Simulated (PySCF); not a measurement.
**Worked example: the barrier**

An elementary step of CH₈BN, singlet (BNH₄ ([BH2][NH2]) + CH₄ → CH₅B ([BH2][CH3]) + NH₃ (still joined by a long B–N bond); bonds formed: B1–C6, N2–H5; bonds broken: H5–C6; bonds weakened to dative contacts: B1–N2). “Start” is the structure reached by relaxing down from the saddle towards the reactants; PBE0-D4/def2-TZVP structures. The saddle:

```tsv
atom	x (Å)	y (Å)	z (Å)
B1	-0.2875	0.1582	-0.7085
N2	1.2695	0.3509	-0.5905
H3	-0.5993	-0.7719	-1.4004
H4	-0.8833	1.1912	-0.8470
H5	0.5023	-0.0501	0.4394
C6	-0.6996	-0.3802	0.9871
H7	1.6265	1.2908	-0.6343
H8	1.8575	-0.3019	-1.0813
H9	-1.7472	-0.4464	0.6924
H10	-0.6418	0.3329	1.8141
H11	-0.3970	-1.3737	1.3292
```

Computed with PySCF 2.14 with density fitting (its default auxiliary sets; JK sets also for MP2 and CCSD(T)) (basis: def2-TZVPP and def2-QZVPP); correlated methods freeze the cores.

Energies in eV:

| quantity | saddle | start |
| --- | --- | --- |
| Hartree–Fock, triple zeta (X = 3) | -3309.63783 | -3312.80282 |
| Hartree–Fock, quadruple zeta (X = 4) | -3309.81295 | -3312.98190 |
| MP2 correlation, X = 3 | -15.19421 | -14.27655 |
| MP2 correlation, X = 4 | -16.09298 | -15.14928 |
| CCSD(T) correlation, X = 3 | -16.82658 | -16.01830 |

**Question.** Work out the barrier at the basis limit: extrapolate Hartree–Fock as E(X) = E∞ + A exp(−7.88 √X) and the MP2 correlation as E(X) = E∞ + B X^−2.97 (the exponents that Neese and Valeev fitted for def2-TZVPP and QZVPP), then add CCSD(T) − MP2 in triple zeta.

**Answer.** Each step is linear, so take the differences first (saddle − start): Hartree–Fock 3.16499 (X = 3) and 3.16895 (X = 4); MP2 correlation -0.91766 and -0.94370; CCSD(T) correlation -0.80828.
Two points give E∞ = E(4) + w [E(4) − E(3)], with w = 1/(exp(7.88 (2 − √3)) − 1) = 0.1377 for Hartree–Fock and w = 1/((4/3)^2.97 − 1) = 0.7407 for the correlation.
Hartree–Fock: 3.16895 + 0.1377 × 0.00396 = 3.1695 eV.
MP2 correlation: -0.94370 + 0.7407 × (-0.02604) = -0.9630 eV.
CCSD(T) − MP2: -0.80828 − (-0.91766) = 0.1094 eV.
Sum: 3.1695 + (-0.9630) + 0.1094 = 2.3159 eV, or 53.41 kcal/mol. Plain CCSD(T) in triple zeta gives 2.3567 eV, so the larger basis shifts the result by -0.0408 eV.

No T1 diagnostic of these runs exceeds 0.012.

Labels in which every atom is bracketed show which atoms are joined, not bond orders.

For scale, one of the runs: CCSD(T)/def2-TZVPP, 205 basis functions, launched by `OMP_NUM_THREADS=4 python run.py`. Hardware: 4 CPU threads of an INTEL XEON PLATINUM 8581C, shared host. Wall time 3 min; peak host memory 2.5 GiB.
